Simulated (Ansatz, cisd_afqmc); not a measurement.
System: HF, charge 1, doublet. HF+ (parent SMILES F, doublet).
B3LYP-D3(BJ)/def2-TZVP minimum from Ansatz (a first-principles code):
```
F
H 1 1.0165
```
Charge +1, spin multiplicity 2.

Total energies in aug-cc-pVTZ, 7 correlated electrons, 1 frozen orbitals. Open shells are spin-unrestricted; no spin-orbit coupling. Cores are frozen in correlated methods. No relativity. AFQMC is phaseless with a CISD trial state; ± is one standard error, without the phaseless bias. Outlying blocks are dropped, and bars are widened where a walk drifts. Over all cases where full CI ran beside it in this data, AFQMC minus full CI had a median of +0.1 mEh and passed +0.4 mEh in a tenth of the cases.

| method | program | energy (Eh) | minus CCSDT(Q) (mEh) |
|---|---|---|---|
| HF | Ansatz | -99.53687 | 225.11 |
| MP2 | Ansatz | -99.74442 | 17.56 |
| CCSD | Ansatz | -99.75721 | 4.77 |
| CCSD(T) | Ansatz | -99.76163 | 0.35 |
| CCSDT(Q) | Ansatz | -99.76198 | 0.00 |
| AFQMC/CISD | cisd_afqmc | -99.7621 ± 0.0002 | -0.2 ± 0.2 |

Rough core times of Ansatz's runs on a shared machine: CCSD(T) under 20 s, CCSDT(Q) 40 s.
